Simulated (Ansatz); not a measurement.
Ideal-gas functions of F2S2 (`FSSF`) at 600 K and 1 bar, from an Ansatz frequency run at PBE0-D4/def2-TZVP.

Molar mass 102.13 g/mol, point group C2 (symmetry number 2), electronic degeneracy 1, moments of inertia 44.514, 182.58, 197.182 u Å². Harmonic wavenumbers (cm⁻¹, unscaled): 188, 299, 328, 641, 705, 745.

Use S(trans) = R[1.5 ln M + 2.5 ln T − 1.1517]; rotational temperatures θ = 24.2544 K / I; S(rot) = R[ln(√π/σ · √(T³/θAθBθC)) + 1.5]; for each mode x = 1.438777 ν̃/T, S = R[x/(eˣ − 1) − ln(1 − e⁻ˣ)] and H = RT x/(eˣ − 1); 1 cm⁻¹ = 0.0119627 kJ/mol; R = 8.31446 J/(mol·K).

Q: By hand: the entropy, in J/(mol·K).

A: Translation 181.1. Rotation: θ = 0.5449, 0.1328, 0.123 K, giving 110.9. Vibration, mode by mode: 15.01, 11.26, 10.52, 5.51, 4.87, 4.51, in all 51.7. Electronic 0.0. Sum 343.7 J/(mol·K).

Q: By hand: H − E and G − E in kJ/mol, counted from the electronic energy.

A: Zero-point energy ½ × 2906 × 0.0119627 = 17.4; thermal vibration 16.4; translation, rotation and pV give 4 RT = 20.0. H − E = 53.8 kJ/mol, and G − E = 53.8 − 600 × 343.7/1000 = -152.4 kJ/mol.

Vibration gives 15 % of the entropy. The sum counts one conformer and one mirror image; others add a mixing term.
